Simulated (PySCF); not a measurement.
**Working out the ionisation energy of N**

N [He] 2s2 2p3 (4S) → N+ [He] 2s2 2p2 (3P). All numbers are calculated (PySCF 2.14, the spin-free X2C one-electron Hamiltonian (Gaussian nucleus), in x2c-SVPall). Frozen: 1s2. Energies in hartree (1 hartree = 27.21139 eV):

```csv
part,N (lower),N+ (upper)
UHF,-54.365447,-53.849865
CCSD correlation,-0.084517,-0.075592
(T),-0.000714,-0.000830
```

Task: What does Hartree-Fock give?

Result: (-53.849865) − (-54.365447) = 0.515582 hartree = 14.030 eV.

Task: What do CCSD and CCSD(T) give?

Result: The CCSD correlation energies differ by 0.008925 hartree = 0.243 eV and the triples by -0.000116 hartree = -0.003 eV, so CCSD gives 14.273 eV and CCSD(T) 14.270 eV.

Measured between the centres of the two terms (NIST): 14.545 eV, so CCSD(T) (valence) is off by -0.275 eV.

A double-zeta basis recovers only part of the correlation energy.

What remains against the reference includes basis incompleteness, the frozen core and higher excitations.
